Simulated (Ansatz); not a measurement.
# C2H4N: the cost of one run

The runs use Ansatz 0.2.0, Gaussian basis; PBE0-D4/def2-SVP, unrestricted.

1 further run of the same task is left out (it didn't finish).

**1. Where the work starts**

The start, a first-order saddle point found at PBE0-D4 in triple zeta: 7 atoms, charge 0, spin multiplicity 2.

Atoms are counted from 1 here; the program's logs count them from 0.

Bond lengths: C1–C2 1.215 Å, C1–H4 1.066 Å, C2–H5 1.065 Å, N3–H6 1.024 Å, N3–H7 1.024 Å. Angles: C2–C1–H4 160.7°, C1–C2–H5 172.6°, H6–N3–H7 103.5°.

Geometry (Å):

```xyz
7
C2H4N
C    -0.0399   -0.8551    0.4250
C     1.0322   -0.4140    0.7883
N    -0.9791    0.5938   -0.8493
H    -0.8695   -1.5146    0.3095
H     1.9415    0.0841    1.0326
H    -0.8918    1.3901   -0.2122
H    -0.1934    0.7157   -1.4939
```

**2. The run**

The input, md/in.yaml:

```yaml
crystal:
  periodic: [false, false, false]
  atoms:
    - {symbol: C, position_ang: [-0.039950, -0.855110, 0.425044]}
    - {symbol: C, position_ang: [1.032158, -0.413973, 0.788349]}
    - {symbol: N, position_ang: [-0.979143, 0.593832, -0.849266]}
    - {symbol: H, position_ang: [-0.869499, -1.514642, 0.309544]}
    - {symbol: H, position_ang: [1.941516, 0.084088, 1.032558]}
    - {symbol: H, position_ang: [-0.891782, 1.390125, -0.212197]}
    - {symbol: H, position_ang: [-0.193401, 0.715680, -1.493932]}
basis:
  gaussian: {orbitals: def2-SVP}
magnetization: {spin_polarized: true, initial_magnetization: 1}
hamiltonian: {xc: pbe0, dispersion: d4}
md: {n_steps: 60, timestep: 0.75, temperature: 500, ensemble: nve, seed: 766, initial_velocities: maxwell_boltzmann}
```

Started as:

```sh
ansatz run in.yaml --threads 2 --pin off --events-out ev --progress --plain --max-ram 4352MiB
```

**Question.** How long does this run take on 2 threads of Arm Neoverse V1, shared host?

About 80 s.
